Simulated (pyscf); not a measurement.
hydrogen chloride (HCl) + H₂N–Ti(Cl)(Cl)–Cl → titanium tetrachloride (Cl–Ti(Cl)(Cl)–Cl) + ammonia (NH₃) (four-centre exchange; singlet surface; Cl–H, N–Ti broken, Cl–Ti, H–N formed). Single points on ωB97X-D3(BJ)/def2-SVP structures (PySCF, gas phase). Energies in kcal/mol from the separated reactants.

```tsv
level	barrier	reaction energy
ωB97X-D3(BJ)/def2-TZVP	3.4	-17.1
PBE/def2-TZVP	(withheld)	-17.8
B3LYP-D3(BJ)/def2-TZVP	3.7	-17.0
PBE0-D3(BJ)/def2-TZVP	(withheld)	(withheld)
ωB97M-D3(BJ)/def2-TZVP	6.6	-14.9
HF/def2-TZVP	21.1	-13.7
```

Question: What belongs in the gaps?

Answer: 
- PBE/def2-TZVP, barrier: 2.4
- PBE0-D3(BJ)/def2-TZVP, barrier: 2.3
- PBE0-D3(BJ)/def2-TZVP, reaction energy: -16.8

The functionals in the table span 4.2 kcal/mol in this barrier, from PBE0-D3(BJ) to ωB97M-D3(BJ). On the product side the descent ends in an adduct with a N–Ti contact, 14.2 kcal/mol under the separated species and 34.8 kcal/mol under the saddle at ωB97X-D3(BJ)/def2-TZVP. What is counted as broken (N–Ti) persists as a longer contact in the product adduct; parting that adduct is a step of its own. This is the saddle that the search found; another between the same sides may lie lower.
